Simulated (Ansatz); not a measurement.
# SiH₅ (doublet): from Hartree-Fock to the top rungs at distance Si1–H5 along a hydrogen transfer = 1.665 Å, 6-31G

Aim: climb from Hartree-Fock through coupled cluster and multireference methods for SiH₅ (doublet) at one geometry and basis, and see what each rung misses.

Program: Ansatz 0.2.0, Gaussian basis. Level of theory: 6-31G, core rule «outside noble gas», up to 5 orbitals frozen. These are calculated values, not measurements.

Plan: UHF; CCSD(T) on ROHF; CCSD(T) on UHF; BCCD(T) on ROHF; CISD; CCSDT(Q) on ROHF; CCSDT(Q) on UHF; CCSDTQ on ROHF; CASSCF and MRCISD+Q, 3 electrons in 3 orbitals; CASSCF and NEVPT2, 3 electrons in 3 orbitals; CASSCF and MRCISD+Q, 9 electrons in 9 orbitals; CASSCF and NEVPT2, 9 electrons in 9 orbitals; Full CI.

10 further runs of the same task are left out: 5 that didn't finish, 5 set aside as unsound or not needed.

## 1. The system

The geometry derives from fragments relaxed apart (PBE0/def2-TZVP) and kept rigid, so it is no stationary point. A hydrogen atom is moved between rigid fragments.

6 atoms, charge 0, spin multiplicity 2.

Atoms are counted from 1 here; the program's logs count them from 0.

Bond lengths: Si1–H2 1.485 Å, Si1–H3 1.485 Å, Si1–H4 1.485 Å, Si1–H5 1.665 Å. Angles: H2–Si1–H3 109.5°, H2–Si1–H4 109.5°, H2–Si1–H5 109.5°, H3–Si1–H4 109.5°, H3–Si1–H5 109.5°, H4–Si1–H5 109.5°.

As a file:

| atom | x (Å) | y (Å) | z (Å) |
| --- | --- | --- | --- |
| Si1 | -0.09251 | 0.00000 | 0.00000 |
| H2 | -0.58739 | 1.39971 | 0.00000 |
| H3 | -0.58739 | -0.69985 | 1.21218 |
| H4 | -0.58739 | -0.69985 | -1.21218 |
| H5 | 1.57249 | 0.00000 | 0.00000 |
| H6 | 2.76749 | 0.00000 | 0.00000 |

## 2. UHF

The input, in.yaml:

```yaml
crystal:
  periodic: [false, false, false]
  atoms:
    - {symbol: Si, position_ang: [-0.092513, 0.000000, 0.000000]}
    - {symbol: H, position_ang: [-0.587385, 1.399708, 0.000000]}
    - {symbol: H, position_ang: [-0.587385, -0.699854, 1.212183]}
    - {symbol: H, position_ang: [-0.587385, -0.699854, -1.212183]}
    - {symbol: H, position_ang: [1.572487, 0.000000, 0.000000]}
    - {symbol: H, position_ang: [2.767487, 0.000000, 0.000000]}
basis:
  gaussian: {orbitals: 6-31G}
magnetization: {spin_polarized: true, initial_magnetization: 1}
hamiltonian: {xc: hf}
output: {orbitals: {seedname: orbitals}}
```

The run is started by

```sh
$ ansatz run in.yaml --threads 1 --pin off --events-out ev --progress --plain --max-ram 2393MiB
```

The runs that follow: CCSD(T) on ROHF; CCSD(T) on UHF; BCCD(T) on ROHF; CISD; CCSDT(Q) on ROHF; CCSDT(Q) on UHF; CCSDTQ on ROHF; CASSCF and MRCISD+Q, 3 electrons in 3 orbitals; CASSCF and NEVPT2, 3 electrons in 3 orbitals; CASSCF and MRCISD+Q, 9 electrons in 9 orbitals; CASSCF and NEVPT2, 9 electrons in 9 orbitals; Full CI.

**Question.** What will the summary of the whole plan be? Wanted: FCI below the RHF energy; RMP2 from FCI; UMP2 from FCI; RCCSD from FCI; RCCSD(T) from FCI; UCCSD(T) from FCI; RCCSDT(Q) from FCI; UCCSDT(Q) from FCI; NEVPT2 pair from FCI.

As calculated:

```
                         quantity                                                                                                                       value
         FCI below the RHF energy                                                                                                                  -2.6669 eV
                    RMP2 from FCI                                                                                                                  +801.6 meV
                    UMP2 from FCI                                                                                                                  +771.4 meV
                   RCCSD from FCI                                                                                                                   +41.8 meV
                RCCSD(T) from FCI                                                                                                                   +12.7 meV
                UCCSD(T) from FCI                                                                                                                   +12.5 meV
               RCCSDT(Q) from FCI                                                                                                                    +0.4 meV
               UCCSDT(Q) from FCI                                                                                                                    +0.3 meV
             NEVPT2 pair from FCI                                                                                                                  +593.2 meV
          NEVPT2 valence from FCI                                                                                                                  +190.4 meV
        MRCISD+Q valence from FCI                                                                                                                   +13.3 meV
levels within 1 kcal/mol (43 meV)  RCCSD, UCCSD, RCCSD(T), UCCSD(T), BCCD(T), RCCSDT, UCCSDT, RCCSDT(Q), UCCSDT(Q), RCCSDTQ, MRCISD valence, MRCISD+Q valence
                    T1 diagnostic                                                                                                                       0.027
   effectively unpaired electrons                                                                                                                        1.03
```

What this shows: RCCSD(T) lands +12.7 meV from the yardstick (0.5 % of the correlation energy). One determinant dominates. Of the multireference levels listed MRCISD+Q valence comes nearest in total energy (+13.3 meV), which doesn't show that its space is the better one. These misses are within one basis, not against nature; the frozen cores of restricted and unrestricted runs differ, which can shift their rows.
